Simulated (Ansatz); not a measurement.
System: H2S, charge 0, singlet. H2S (sulfane, SMILES S).
B3LYP-D3(BJ)/def2-TZVP minimum from Ansatz (a quantum-chemistry and plane-wave program):
```
S
H 1 1.3426
H 1 1.3426 2 92.55
```

Total energies in cc-pV(5+d)Z, 8 correlated electrons, 5 frozen orbitals. Open shells are spin-unrestricted; no spin-orbit coupling. Cores are frozen in correlated methods. No relativity.

```
method    program  energy (Eh)  minus CCSDT(Q) (mEh)
--------  -------  -----------  --------------------
HF         Ansatz   -398.71979                244.11
MP2        Ansatz   -398.93312                 30.77
CCSD       Ansatz   -398.95296                 10.93
CCSD(T)    Ansatz   -398.96283                  1.07
CCSDT(Q)   Ansatz   -398.96390                  0.00
```
